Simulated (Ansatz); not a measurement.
Born–Oppenheimer molecular dynamics of H$_{6}$Si$_{2}$ (8 atoms, charge 0, multiplicity 1). It starts from a relaxed structure.

Computed with Ansatz 0.2.0, RKS PBE0-D4/def2-SVP.

```
ensemble        : NVT, Langevin thermostat
time step       : 0.5 fs
steps asked     : 250
set temperature : 3000 K
friction        : 0.005 /fs
seed            : 346952
```

First frame:

```xyz
8
Properties=species:S:1:pos:R:3
Si 0.000 0.001 -0.062
Si 0.001 -0.001 2.283
H -1.388 -0.209 2.798
H 0.875 -1.098 2.801
H 0.514 1.306 2.799
H 1.388 0.211 -0.577
H -0.876 1.097 -0.580
H -0.511 -1.307 -0.578
```

(1) How far do the bonds stretch over the last three quarters of this one trajectory? (Pairs bonded in most of those frames.)

Answers

(1) 
| bond | mean (Å) | spread (Å) | shortest | longest |
| --- | --- | --- | --- | --- |
| Si1–Si2 | 2.496 | 0.209 | 2.19 | 2.79 |
| Si1–H6 | 1.502 | 0.039 | 1.43 | 1.59 |
| Si1–H7 | 1.522 | 0.041 | 1.45 | 1.61 |
| Si1–H8 | 1.517 | 0.070 | 1.39 | 1.63 |
| Si2–H3 | 1.529 | 0.121 | 1.31 | 1.77 |
| Si2–H4 | 1.561 | 0.158 | 1.30 | 1.83 |
| Si2–H5 | 1.533 | 0.127 | 1.30 | 1.76 |

Pairs bonded in part of these frames only: Si1–Si2 89 %, Si2–H4 94 %.

Mean temperature of the second half: 1942 K. The mean temperature of the second half is 35 % below the set value. A run of 0.12 ps of so small a system gives no equilibrium averages.

Time of the run: 3.4 min on 1 thread of Intel(R) Xeon(R) 6975P-C (Granite Rapids), with other jobs on the host, peak memory 0.13 GiB.
